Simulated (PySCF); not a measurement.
# Electron detachment from cyanide

Parent: cyanide, `[C-]#N` ([CN]-). Non-hydrogen atoms are numbered in `[C-:1]#[N:2]`.

Energies: PBE0-D3(BJ)/ma-def2-TZVP (PySCF, density fitting, integration grid level 2) on PBE0-D3(BJ)/ma-def2-SVP structures. The prefix ma- adds one diffuse s and one diffuse p function on all atoms but H. Zero-point and thermal terms (298.15 K, 1 bar) come from unscaled PBE0-D3(BJ)/ma-def2-SVP harmonic frequencies, with soft modes damped to free rotors in the entropy.

Frontier levels of the parent: HOMO -1.43 eV, LUMO 4.34 eV.

Oxidation to the radical:
| Item | Value |
| --- | --- |
| Vertical detachment energy (electronic) | 3.91 eV |
| Adiabatic detachment energy (with zero-point energy) | 3.90 eV |
| Adiabatic, electronic part | 3.89 eV |
| Vertical gap at the product's structure | 3.90 eV |
| ⟨S²⟩ of the product | 0.764 |
| Largest spin populations | C1 0.92, N2 0.08 |
| Largest changes of atomic charge | C1 0.64, N2 0.36 |
| Distances that move most (Å) | C1–N2 1.179 → 1.167 |

Run with `OMP_NUM_THREADS=1 python redox_run.py task.json out` on 1 thread of Arm Neoverse V1, a shared host. Structures, frequencies and single points: 9.1 s of wall time.
